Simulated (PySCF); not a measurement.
# SiH2F2 (SMILES F[SiH2]F): PBE/STO-3G

What is the vertical singlet–triplet gap of SiH2F2 at PBE/STO-3G? Input form: a Python script.

The results are computed with PySCF 2.14.0.

7 further runs of the same task are left out: 1 that didn't finish, 6 set aside as unsound or not needed.

## 1. Starting point

SiH2F2: 5 atoms, total charge 0, spin state singlet. As SMILES, `F[SiH2]F`. The shape is that of a PBE0-D4/def2-TZVP optimisation.

Bond lengths: F1–Si2 1.586 Å, Si2–F3 1.586 Å, Si2–H4 1.474 Å, Si2–H5 1.474 Å. Angles: F1–Si2–F3 108.0°, F1–Si2–H4 108.5°, F1–Si2–H5 108.5°, F3–Si2–H4 108.5°, F3–Si2–H5 108.5°, H4–Si2–H5 114.6°.

## 2. A single-point energy at PBE/STO-3G

The input, run.py:

```python
from pyscf import gto, dft

mol = gto.M(
    atom='''
F       -1.079010       0.538200       0.980720
Si      -0.005220      -0.000540      -0.054090
F        1.247630      -0.520590       0.766910
H       -0.590470      -1.138740      -0.786300
H        0.427070       1.121680      -0.907250
''',
    charge=0,
    spin=0,
    basis='sto-3g',
    max_memory=1860,
    verbose=3,
)

mf = dft.RKS(mol)
mf.xc = 'pbe'
mf.grids.level = 5
mf.conv_tol = 1e-10
mf.kernel()
if not mf.converged:
    mf = mf.newton().run(mf.mo_coeff, mf.mo_occ)

energy = mf.e_tot
print(f'total energy: {energy:.8f} hartree')
```

On the command line:

```console
$ OMP_NUM_THREADS=1 python run.py
```

The program printed:

```text
converged SCF energy = -483.770479932338
total energy: -483.77047993 hartree
```

It took 1.4 s on 1 thread of AMD EPYC 9R45 (Zen 5), shared host; peak memory 0.21 GiB.

## 3. The triplet

The input, job.py:

```python
from pyscf import gto, dft

molecule = gto.Mole()
molecule.atom = '''
F     -2.039033     1.017051     1.853292
Si    -0.009864    -0.001020    -0.102215
F      2.357679    -0.983773     1.449250
H     -1.115827    -2.151907    -1.485892
H      0.807045     2.119668    -1.714454
'''
molecule.spin = 2
molecule.verbose = 4
molecule.unit = 'bohr'
molecule.basis = 'sto-3g'
molecule.charge = 0
molecule.max_memory = 1860
molecule.build()

mf = dft.UKS(molecule, xc='pbe')
mf.conv_tol = 1e-10
mf.grids.level = 5
mf.kernel()
if not mf.converged:
    mf = mf.newton().run(mf.mo_coeff, mf.mo_occ)

e_tot = mf.e_tot
print(f'total energy: {e_tot:.8f} hartree')
```

On the command line:

```console
$ OMP_NUM_THREADS=1 python job.py
```

The program printed:

```text
PySCF version 2.14.0

[INPUT] num. atoms = 5
[INPUT] num. electrons = 34
[INPUT] charge = 0
[INPUT] spin (= nelec alpha-beta = 2S) = 2
[INPUT] symmetry False subgroup None
[INPUT] Mole.unit = bohr
[INPUT] Symbol           X                Y                Z      unit          X                Y                Z       unit  Magmom
[INPUT]  1 F     -1.079009795914   0.538200211543   0.980719891580 AA   -2.039033000000   1.017051000000   1.853292000000 Bohr   0.0
[INPUT]  2 Si    -0.005219804009  -0.000539760755  -0.054089848614 AA   -0.009864000000  -0.001020000000  -0.102215000000 Bohr   0.0
[INPUT]  3 F      1.247629997465  -0.520590252318   0.766910072926 AA    2.357679000000  -0.983773000000   1.449250000000 Bohr   0.0
[INPUT]  4 H     -0.590470219729  -1.138740144419  -0.786300184288 AA   -1.115827000000  -2.151907000000  -1.485892000000 Bohr   0.0
[INPUT]  5 H      0.427069822187   1.121680000316  -0.907249985971 AA    0.807045000000   2.119668000000  -1.714454000000 Bohr   0.0

nuclear repulsion = 118.741934940629
number of shells = 13
number of NR pGTOs = 63
number of NR cGTOs = 21
basis = sto-3g
ecp = {}

[... 37 lines left out ...]
[... the frontier-level lines of each cycle are left out ...]
[... 5 lines left out ...]
[... 5 lines left out ...]
[... 5 lines left out ...]
[... 5 lines left out ...]
[... 5 lines left out ...]
[... 5 lines left out ...]
[... 5 lines left out ...]
[... 5 lines left out ...]
[... 5 lines left out ...]
[... 5 lines left out ...]
[... 5 lines left out ...]
[... 5 lines left out ...]

cycle= 13 E= -483.418680980091  delta_E= -6.65e-06  |g|= 0.00105  |ddm|= 0.00458


cycle= 14 E= -483.418681902451  delta_E= -9.22e-07  |g|= 0.000193  |ddm|= 0.00239


cycle= 15 E= -483.418681934054  delta_E= -3.16e-08  |g|= 2.32e-05  |ddm|= 0.000388


cycle= 16 E= -483.418681934582  delta_E= -5.29e-10  |g|= 2.98e-06  |ddm|= 5.59e-05


cycle= 17 E= -483.41868193459  delta_E= -8.19e-12  |g|= 2.19e-07  |ddm|= 7.06e-06


Extra cycle  E= -483.418681934579  delta_E= 1.19e-11  |g|= 3.72e-06  |ddm|= 7.68e-06
converged SCF energy = -483.418681934579  <S^2> = 2.0032353  2S+1 = 3.0021561
total energy: -483.41868193 hartree
```

Wall time 3.9 s (1 thread of AMD EPYC 9R45 (Zen 5), shared host); peak memory 0.21 GiB.

## 4. Outcome

Level: PBE/STO-3G.

| quantity | value |
| --- | --- |
| singlet: total energy | -483.77048 Eh |
| singlet: dipole moment | 0.52 D |
| singlet: HOMO energy | -3.18 eV |
| singlet: LUMO energy | 6.49 eV |
| singlet: HOMO–LUMO gap | 9.67 eV |
| triplet: total energy | -483.41868 Eh |
| triplet: dipole moment | 0.13 D |
| triplet: ⟨S²⟩ | 2.003 |
| vertical energy of the triplet above the singlet | 9.573 eV |

What this shows: At this shape the triplet lies 9.57 eV (221 kcal/mol) above the singlet. In a minimal basis such a difference can be off by several eV, whatever the method. Mulliken charges (singlet) run from -0.23 on F1 to +0.74 on Si2. Mulliken charges (triplet) run from -0.12 on F1 to +0.49 on Si2; they depend strongly on the basis.
